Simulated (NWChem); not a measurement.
System: water (H2O); SMILES O

The following NWChem deck was run.

```
start job
memory heap 200 mb stack 900 mb global 1100 mb
geometry units angstroms noautoz
  O      0.000000     0.000000     0.133319
  H      0.754171     0.000000    -0.464991
  H     -0.754171     0.000000    -0.464991
end
basis spherical
  * library def2-tzvpd
end
dft
  xc xtpss03 ctpss03
  iterations 150
  mulliken
end
task dft energy
```

Geometry: optimised at PBE0/def2-SVP.

Predict the main results of this run. (TPSS/def2-TZVPD.) Quantities: energy (Ha); highest occupied level (eV); orbital gap (eV); dipole (D).

energy (Ha): -76.47
highest occupied level (eV): -7.32
orbital gap (eV): 6.87
dipole (D): 1.83
